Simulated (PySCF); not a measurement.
Compound: trans-2-hexene, C6H12.
Atom-mapped SMILES: `[CH3:1]/[CH:2]=[CH:3]/[CH2:4][CH2:5][CH3:6]` (hydrogens: H7, H8, H9 on C1; H10 on C2; H11 on C3; H12, H13 on C4; H14, H15 on C5; H16, H17, H18 on C6)

The calculation used core-valence-separated Tamm–Dancoff BHandHLYP/aug-pcX-1 (pcseg-1 on H) in PySCF, non-relativistic, gas phase, PBE0-D3(BJ)/def2-SVP geometry. No empirical shift is added; at this level the pattern usually sits a few eV under experiment.

Problem. List the carbon K-edge absorption lines.

Solution. 
| E (eV) | f | core hole on | main final orbital | polarisation |
| --- | --- | --- | --- | --- |
| 282.83 | 0.0595 | C3 | LUMO+4 (31 %) | normal to the local trigonal plane |
| 282.89 | 0.0632 | C2 | LUMO+4 (37 %) | normal to the local trigonal plane |
| 285.23 | 0.0090 | C6 | LUMO+1 (31 %) | – |
| 285.40 | 0.0078 | C1 | LUMO (62 %) | – |
| 285.43 | 0.0136 | C5 | LUMO+1 (54 %) | – |
| 285.51 | 0.0140 | C4 | LUMO+1 (44 %) | – |
| 285.73 | 0.0147 | C3 | LUMO+2 (40 %) | in the local trigonal plane |
| 285.76 | 0.0206 | C2 | LUMO+2 (35 %) | in the local trigonal plane |
| 285.82 | 0.0059 | C1 | LUMO+4 (42 %) | – |
| 285.84 | 0.0228 | C6 | LUMO+2 (40 %) | – |
| 285.97 | 0.0232 | C5 | spread | – |
| 286.01 | 0.0288 | C4 | LUMO+2 (52 %) | – |
| 286.03 | 0.0170 | C6 | spread | – |
| 286.07 | 0.0044 | C4 | LUMO+4 (66 %) | – |
| 286.09 | 0.0272 | C1 | LUMO+2 (41 %) | – |
| 286.35 | 0.0123 | C6 | spread | – |
| 286.35 | 0.0249 | C1 | LUMO+7 (45 %) | – |
| 286.51 | 0.0016 | C2 | LUMO (47 %) | in the local trigonal plane |
| 286.52 | 0.0003 | C3 | LUMO (45 %) | – |
| 286.62 | 0.0021 | C5 | LUMO+3 (58 %) | – |
| 286.70 | 0.0002 | C3 | LUMO+1 (59 %) | – |
| 286.76 | 0.0085 | C5 | LUMO+4 (60 %) | – |
| 286.85 | 0.0011 | C6 | LUMO+4 (44 %) | – |
| 286.86 | 0.0024 | C4 | LUMO+3 (39 %) | – |
| 286.88 | 0.0020 | C1 | spread | – |
| 286.91 | 0.0018 | C2 | LUMO+1 (39 %) | mixed |

The first line with a tenth or more of the strongest one's intensity is at 282.83 eV (f = 0.060), with the hole on C3 (alkene CH carbon), polarised normal to the local trigonal plane: a 1s→π* resonance. The strongest listed is at 282.89 eV (f = 0.063; C2, 1s→π*).

Roots within 0.03 eV whose holes lie on the same, on equivalent or on shared atoms are summed into one line, and the highest roots are left out, as the search may have cut off their partners. Final orbitals are the ground state's empty Kohn–Sham orbitals. A dash: too weak, shared between unlike atoms, or no plane or axis to refer to.

Problem. What is the summed oscillator strength of the listed C K lines, and their intensity-weighted mean energy?

Solution. Σf = 0.389 over 26 lines from 282.83 to 286.91 eV; the weighted mean is 284.99 eV. The strongest line holds 16 % of the sum.

The ionisation thresholds weren't computed; near and above them a finite basis only mimics Rydberg series and continuum.

The run took 24 s on Intel Xeon Platinum 8488C, one thread, shared host, and the process peaked at 1.0 GiB of memory.

The values belong to the conformer `[CH3:1]/[CH:2]=[CH:3]/[CH2:4][CH2:5][CH3:6]`: C2–C3–C4–C5 -120°, C3–C4–C5–C6 65°.
